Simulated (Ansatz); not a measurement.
Zinc-blende MgS (metastable phase), treated with LDA (Ansatz, a quantum-chemistry and plane-wave program, PAW).

Numerical settings: plane-wave cutoff 520 eV, 10×10×10 k mesh, Fermi–Dirac smearing 0.01 eV, scalar-relativistic PAW data made under PBE.

Cell (measured lattice):

```xyz
2
Lattice="0.0000 -2.8110 2.8110 2.8110 -2.8110 0.0000 2.8110 0.0000 2.8110" Properties=species:S:1:pos:R:3 pbc="T T T"
Mg     0.0000     0.0000     0.0000
S      1.4055    -1.4055     1.4055
```

### Question
Estimate the band gap and width of the whole s-p valence band that the calculation returns.

### Answer

band gap: 3.29 eV (direct)
width of the whole s-p valence band: 11.33 eV

Measured, for comparison: band gap 4.78 ± 0.1 eV (temperature not stated, extrapolated in composition from an alloy gap of 4.19 eV, direct; extrapolated from a Zn0.2Mg0.8S0.645Se0.355 epilayer; as tabulated in Lucero et al. (2012), arXiv:1111.4515). Computed (rounded) less measured: band gap -1.49 eV.

Note: cell and atoms aren't relaxed at this level (pressure -0.9 GPa).

Static lattice: no zero-point or thermal effects.

It cost around 7 core-seconds (rough) of CPU time.
